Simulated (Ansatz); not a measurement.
The input, for Ansatz 0.2.0:

```yaml
crystal:
  periodic: [false, false, false]
  atoms:
    - {symbol: Br, position_ang: [0.000000, 0.000000, 1.748400]}
    - {symbol: Be, position_ang: [0.000000, 0.000000, -0.208800]}
    - {symbol: H, position_ang: [0.000000, 0.000000, -1.539600]}
basis:
  gaussian: {orbitals: cc-pVDZ}
total_charge: 1
magnetization: {spin_polarized: true, initial_magnetization: 1}
correlation: {method: ccsdt_q, electrons: outside_noble_gas}
accuracy: high
```

```sh
$ ansatz run in.yaml --threads 1 --pin off --events-out ev --progress --plain --max-ram 2393MiB
```

Output:

```
853 factors; integrals over basis functions are off by at most 4.6e-9 eV
mean field evaluation 1: about -70399.2756 eV, gradient 1.8e1 eV
mean field evaluation 2: about -70399.3191 eV, gradient 1.8e1 eV
mean field evaluation 4: about -70402.0801 eV, gradient 2.3e0 eV
mean field evaluation 8: about -70402.3201 eV, gradient 6.5e-1 eV
mean field evaluation 16: about -70402.3650 eV, gradient 1.0e-8 eV
mean field evaluation 32: about -70399.0861 eV, gradient 1.4e1 eV
mean field evaluation 64: about -70399.8907 eV, gradient 1.5e1 eV
mean field evaluation 96: about -70403.3940 eV, gradient 5.0e-1 eV
mean field evaluation 128: about -70402.3620 eV, gradient 2.6e-1 eV
mean field evaluation 160: about -70401.6360 eV, gradient 5.2e-1 eV
...
cycle  15  -4.12388494 eV  change    3.6e-7 eV  update   2.2e-7
cycle  16  -4.12388492 eV  change    2.3e-8 eV  update   9.4e-8
cycle  17  -4.12388495 eV  change   -2.8e-8 eV  update   4.8e-8
cycle  18  -4.12388496 eV  change   -1.3e-8 eV  update   2.7e-8
cycle  19  -4.12388495 eV  change    6.2e-9 eV  update   1.7e-8
cycle  20  -4.12388496 eV  change   -2.3e-9 eV  update   1.7e-8
cycle  21  -4.12388496 eV  change  -5.8e-10 eV  update   6.5e-9
cycle  22  -4.12388496 eV  change   -1.0e-9 eV  update   3.3e-9
cycle  23  -4.12388496 eV  change   2.2e-10 eV  update   1.3e-9
cycle  24  -4.12388496 eV  change   1.2e-10 eV  update  5.5e-10
perturbative correction -0.00426260 eV, -0.0001566476 hartree
Total energy: -70407.52762167 eV, -2587.4289161602 hartree
```

Ran on 1 thread of Arm Neoverse V2, shared host: 17 s wall, 0.22 GiB peak host memory.
